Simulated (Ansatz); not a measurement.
Reaction: C2H2 (acetylene, SMILES C#C) → C2H (SMILES [C]#C, doublet) + H (doublet) (the C-H bond breaks)
Each species at its own B3LYP-D3(BJ)/def2-TZVP minimum (Ansatz, a quantum-chemistry and plane-wave program).

Total energies in hartree (Ansatz). Radicals and triplets start from unrestricted determinants; spin-orbit coupling is neglected. Correlated methods leave the cores frozen. No relativity. Where a partner has so few electrons that a lower coupled-cluster level is exact, that level stands in. The UHF reference of C2H ([C]#C, doublet) is spin-contaminated (<S^2> up to 0.36 over the pure value in the sets run).

```tsv
species	HF/cc-pVTZ	CCSD(T)/cc-pVTZ	HF/cc-pVQZ	CCSD(T)/cc-pVQZ	CCSDT(Q)/cc-pVTZ
1: C2H2 (SMILES C#C)	-76.84990	-77.18733	-76.85493	-77.20914	-77.18856
2: C2H (SMILES [C]#C, doublet)	-76.17745	-76.46716	-76.18236	-76.48720	-76.46970
3: H (doublet)	-0.49981	-0.49981	-0.49995	-0.49995	-0.49981
```

### Question
Work out the bond dissociation energy (electronic) in kJ/mol: take Hartree-Fock from cc-pVQZ, extrapolate the CCSD(T) correlation energy as X^-3 (X = 3, 4), and add CCSDT(Q) - CCSD(T) in cc-pVTZ. 1 hartree = 2625.5 kJ/mol.

### Answer

Species 1: correlation (64·(-0.35421) - 27·(-0.33743))/37 = -0.36645; step -0.00123; E1 = -76.85493 + (-0.36645) + (-0.00123) = -77.22261
Species 2: correlation (64·(-0.30484) - 27·(-0.28971))/37 = -0.31588; step -0.00254; E2 = -76.18236 + (-0.31588) + (-0.00254) = -76.50078
Species 3: correlation (64·(0.00000) - 27·(0.00000))/37 = 0.00000; step +0.00000; E3 = -0.49995 + (0.00000) + (+0.00000) = -0.49995
-1·E1 +1·E2 +1·E3 = 0.22188 hartree = 582.5 kJ/mol.
